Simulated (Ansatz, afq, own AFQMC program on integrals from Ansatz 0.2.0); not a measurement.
NH₄, doublet: AFQMC among the cluster methods

```xyz
5

N    -0.1364   -0.0316   -0.0492
H    -0.4337    0.9362   -0.0492
H    -0.4337   -0.4339    0.8311
H     0.8761   -0.0316   -0.0492
H     1.8866   -0.0316   -0.0492
```

Basis cc-pVTZ. Only valence electrons are correlated. AFQMC by an in-house program on the Cholesky factors that Ansatz 0.2.0 writes for its CCSD(T) run. ph-AFQMC/CISD is guided by a CISD state made of CCSD amplitudes; releasing the constraint for a short imaginary time cuts its bias at the price of noise, slowly where states lie close. Error bars are statistical, one sigma.

Determinant: UHF, the one that the program's search chose, which needn't be the lowest solution. The geometry is a point of a scan.

No full CI on the walks' own integrals is used here; CCSDT(Q) serves as the reference and is uncertain by about the last step of the cluster series.

* T1 diagnostic: 0.0124
* weight of the determinant in the CISD state: 0.923
* ⟨S²⟩ of the determinant: 0.761
* size of the correlated space: 9 electrons in 85 orbitals

Reference: CCSDT(Q), correlation energy -7.282 eV. The released energy is read at 2.40 1/Eh (meV from the phaseless value at times in 1/Eh: 4 ± 4 at 0.24, 2 ± 4 at 0.51, 0 ± 3 at 0.99, 2 ± 4 at 1.62, 0 ± 3 at 2.40).

| level | E − E(reference) (kcal/mol) | share of correlation (%) |
| --- | --- | --- |
| HF | 167.92 | 0.00 |
| MP2 | 14.95 | 91.10 |
| CCSD | 5.69 | 96.61 |
| CCSD(T) | 0.41 | 99.75 |
| CCSDT | 0.22 | 99.87 |
| ph-AFQMC/CISD | -0.11 ± 0.10 | 100.07 |
| released AFQMC | -0.11 ± 0.08 | 100.06 |

A walk keeps the symmetry of its determinant, which the program's search chose and which needn't be the lowest solution, so a lower state of the same spin and another symmetry isn't excluded. Released energies are given only where the last usable release times agree within the noise; a slower fall can still hide under it.
